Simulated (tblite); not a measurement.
Compound: 3-chloropropionamide, C3H6ClNO.
Atom-mapped SMILES: `[NH2:1][C:2](=[O:3])[CH2:4][CH2:5][Cl:6]` (hydrogens: H7, H8 on N1; H9, H10 on C4; H11, H12 on C5)

Computed with GFN2-xTB (tblite), gas phase: Langevin dynamics at 400 K from the optimised GFN2-xTB geometry, time step 0.5 fs, friction 0.01 fs⁻¹, 2000 steps.

Start geometry:
```
atom  x, y, z in Å
N1      1.604    0.691    0.364
C2      1.004   -0.516    0.310
O3      1.434   -1.496    0.873
C4     -0.260   -0.546   -0.549
C5     -1.464   -0.009    0.213
Cl6    -1.356    1.758    0.456
H7      1.136    1.518    0.031
H8      2.393    0.804    0.980
H9     -0.461   -1.587   -0.805
H10    -0.107    0.026   -1.465
H11    -2.386   -0.183   -0.342
H12    -1.535   -0.461    1.202
```

The statistics below take the 31 frames saved every 25 fs from 250 to 1000 fs; their kinetic temperature (all 3N coordinates) averages 342 K.

Question: How do the bond lengths spread?

Answer: 
```json
{"bond": "N1–C2", "start (Å)": "1.350", "mean (Å)": "1.355", "standard deviation (Å)": "0.030", "shortest (Å)": "1.286", "longest (Å)": "1.430"}
{"bond": "C2=O3", "start (Å)": "1.209", "mean (Å)": "1.211", "standard deviation (Å)": "0.020", "shortest (Å)": "1.168", "longest (Å)": "1.253"}
{"bond": "C2–C4", "start (Å)": "1.528", "mean (Å)": "1.535", "standard deviation (Å)": "0.035", "shortest (Å)": "1.462", "longest (Å)": "1.590"}
{"bond": "C4–C5", "start (Å)": "1.522", "mean (Å)": "1.536", "standard deviation (Å)": "0.042", "shortest (Å)": "1.443", "longest (Å)": "1.613"}
{"bond": "C5–Cl6", "start (Å)": "1.787", "mean (Å)": "1.800", "standard deviation (Å)": "0.059", "shortest (Å)": "1.687", "longest (Å)": "1.964"}
{"bond": "N1–H7", "start (Å)": "1.006", "mean (Å)": "1.013", "standard deviation (Å)": "0.028", "shortest (Å)": "0.961", "longest (Å)": "1.077"}
{"bond": "N1–H8", "start (Å)": "1.007", "mean (Å)": "1.011", "standard deviation (Å)": "0.022", "shortest (Å)": "0.952", "longest (Å)": "1.053"}
{"bond": "C4–H9", "start (Å)": "1.091", "mean (Å)": "1.095", "standard deviation (Å)": "0.021", "shortest (Å)": "1.064", "longest (Å)": "1.143"}
{"bond": "C4–H10", "start (Å)": "1.091", "mean (Å)": "1.100", "standard deviation (Å)": "0.035", "shortest (Å)": "1.036", "longest (Å)": "1.165"}
{"bond": "C5–H11", "start (Å)": "1.090", "mean (Å)": "1.097", "standard deviation (Å)": "0.026", "shortest (Å)": "1.040", "longest (Å)": "1.155"}
{"bond": "C5–H12", "start (Å)": "1.090", "mean (Å)": "1.089", "standard deviation (Å)": "0.019", "shortest (Å)": "1.052", "longest (Å)": "1.139"}
```

Question: How far does each atom move about its mean position (frames aligned on the start, all atoms weighted alike), and what rms force does it feel?

Answer: 
| atom | rms displacement (Å) | rms force (eV/Å) |
| --- | --- | --- |
| N1 | 0.16 | 2.15 |
| C2 | 0.09 | 2.26 |
| O3 | 0.24 | 1.65 |
| C4 | 0.10 | 2.05 |
| C5 | 0.09 | 1.95 |
| Cl6 | 0.55 | 1.03 |
| H7 | 0.32 | 1.19 |
| H8 | 0.21 | 1.03 |
| H9 | 0.23 | 0.81 |
| H10 | 0.23 | 1.10 |
| H11 | 0.39 | 0.94 |
| H12 | 0.41 | 0.76 |

The displacements run from 0.09 to 0.55 Å, the largest at Cl6.

Question: Follow the torsions N1–C2–C4–C5 and C2–C4–C5–Cl6 through every second one of these frames.

Answer: 
| t (fs) | N1–C2–C4–C5 (°) | C2–C4–C5–Cl6 (°) |
| --- | --- | --- |
| 250 | -79 | 78 |
| 300 | -70 | 71 |
| 350 | -65 | 76 |
| 400 | -44 | 72 |
| 450 | -60 | 110 |
| 500 | -50 | 112 |
| 550 | -68 | 122 |
| 600 | -74 | 132 |
| 650 | -71 | 134 |
| 700 | -62 | 137 |
| 750 | -76 | 147 |
| 800 | -65 | 135 |
| 850 | -61 | 131 |
| 900 | -56 | 119 |
| 950 | -36 | 125 |
| 1000 | -40 | 115 |

Largest departure from the start value over all these frames: N1–C2–C4–C5 49° (start -81°), C2–C4–C5–Cl6 77° (start 71°).

Question: How widely does the potential energy scatter, against a harmonic estimate?

Answer: Mean 0.51 eV above the start, standard deviation 0.094 eV, range 0.27 to 0.70 eV. For 30 classical harmonic modes at 400 K the canonical values are 30kT/2 = 0.52 eV and kT·√(30/2) = 0.133 eV.

The run is classical and short, so these are rough statistics of one trajectory.

The cost below is that of the whole dynamics run. On one thread, Intel Xeon Platinum 8259CL at 2.50 GHz (x86_64), no GPU, shared host with 96 logical CPUs at a one-minute load of 62, this took 24 s and 0.18 GiB of memory at its peak.
